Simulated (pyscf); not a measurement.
A first-order saddle from PySCF, ωB97X-D3(BJ)/def2-SVP:

```xyz
8

O      0.0958     0.5660    -0.9104
Si     0.0931    -0.1654     0.5662
F      0.0458     0.6592     1.9631
H     -0.7192     1.0179    -1.1603
H     -0.4405    -1.8061     0.7221
H      1.4680    -0.7164     0.5965
H     -1.6246    -0.1038     0.5753
H     -1.2150    -1.1436     0.6759
```
Charge 0, spin multiplicity 1.

Surface: singlet, charge 0. Lowest wavenumbers (cm⁻¹): 1587i, 232, 280, 479, 587.

Problem. Name the species on either side of this saddle.

Solution. HO–SiH₂–F + hydrogen (H₂) <-> HO–SiH₂–F + hydrogen (H₂), a four-centre exchange read from left to right: H–Si, H–H broken and H–Si, H–H formed. At ωB97M-D3(BJ)/def2-TZVP it lies +253.9 kJ/mol from the left side and +253.9 kJ/mol from the right (each side as separated species at their lowest minima found). At the saddle there is also a short H–Si contact that neither side keeps. The same reactants have a lower exit, to F–SiH₃ + H₂O (barrier +214.1 kJ/mol at ωB97M-D3(BJ)/def2-TZVP, against +253.9 kJ/mol here). This is the saddle that the search found; another between the same sides may lie lower.
